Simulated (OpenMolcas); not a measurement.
# Potential curves of B₂: spin-free states

Computed with OpenMolcas 26.06: state-averaged CASSCF(6,8) over B 2s 2p, B 2s 2p, XMS-CASPT2 (IPEA 0.25, imaginary shift 0.2 hartree), scalar X2C, ANO-RCC-VTZP, then RASSI spin–orbit state interaction with atomic mean-field integrals. C2 symmetry about the axis (a holds Σ, Δ, Γ; b holds Π, Φ, H; Σ⁺ and Σ⁻ are not told apart); roots by multiplicity and irrep: 3a 5, 5a 4, 1a 5, 3b 6, 1b 4.

XMS-CASPT2 energies in eV from the lowest point. Curves are followed by energy order within each symmetry, so they are adiabatic and may change character at avoided crossings and where g and u states cross; Σ⁺ and Σ⁻ are counted together.

```csv
R (Å),(1)3Σ,(1)5Σ,(1)1Δ,(1)1Σ,(1)1Π,(1)3Δ,(2)3Σ,(3)3Σ,(3)3Π
1.309,1.583,1.282,2.284,2.756,3.698,2.868,3.002,3.416,4.940
1.385,0.757,0.591,1.412,1.849,2.902,2.124,2.298,2.643,4.080
1.454,0.315,0.273,0.938,1.361,2.196,1.762,1.967,2.252,3.452
1.522,0.081,0.168,0.680,1.067,1.705,1.614,1.843,2.073,3.072
1.598,0.000,0.232,0.574,0.916,1.372,1.631,1.879,2.054,2.864
1.674,0.050,0.430,0.597,0.889,1.173,1.779,2.037,2.163,2.832
1.781,0.261,0.849,0.771,0.953,1.101,2.119,2.372,2.441,3.049
1.918,0.658,1.515,1.116,1.050,1.186,2.617,2.840,2.865,3.605
2.131,1.336,2.604,1.689,1.240,1.555,3.045,3.136,3.547,4.507
```

Problem. With masses 11.009 and 11.009 u, fit the curves (1)3Σ, (1)5Σ, (1)1Δ, (1)3Δ, (2)3Σ, (3)3Σ near their minima.

Solution. At XMS-CASPT2, Te from the lowest curve (the fit fixes ωe to a per cent or two; the method's Re and ωe can be off by some per cent):

```json
{"curve": "(1)3Σ", "Te (cm⁻¹)": "0", "Re (Å)": "1.602", "ωe (cm⁻¹)": "1042.5"}
{"curve": "(1)5Σ", "Te (cm⁻¹)": "1350", "Re (Å)": "1.530", "ωe (cm⁻¹)": "1251.3"}
{"curve": "(1)1Δ", "Te (cm⁻¹)": "4590", "Re (Å)": "1.619", "ωe (cm⁻¹)": "997.4"}
{"curve": "(1)3Δ", "Te (cm⁻¹)": "12920", "Re (Å)": "1.551", "ωe (cm⁻¹)": "1192.5"}
{"curve": "(2)3Σ", "Te (cm⁻¹)": "14820", "Re (Å)": "1.541", "ωe (cm⁻¹)": "1189.4"}
{"curve": "(3)3Σ", "Te (cm⁻¹)": "16480", "Re (Å)": "1.568", "ωe (cm⁻¹)": "1132.8"}
```

The 9 lowest clean curves are shown; the next is (1)5Δ, from 3.93 eV. Left out for impure symmetry, kinks or missing points, though low: (1)3Π, (2)3Π, (2)1Σ, (2)1Π, (3)1Σ. g and u states are not told apart. Only roots inside an energy window near the equilibrium distance were included, so the list of states is not complete; labels number the states computed. Each spin and symmetry block has orbitals of its own, averaged over its own roots, so gaps between blocks are less sure than gaps within one and near the minimum can be off by tenths of an eV, in bad cases by more. No Rydberg orbitals are active, so Rydberg states, and σ→σ* states whose orbital the CASSCF left unused, can be missing between those listed. CASPT2 splits the two components of degenerate states numerically, here by up to 61 cm⁻¹. No roots were computed in block 5b (none fell in the window or the block failed), so states of that kind are missing and can lie low or lowest. Points that failed a check (symmetry, reference weights, a jump) are left out.
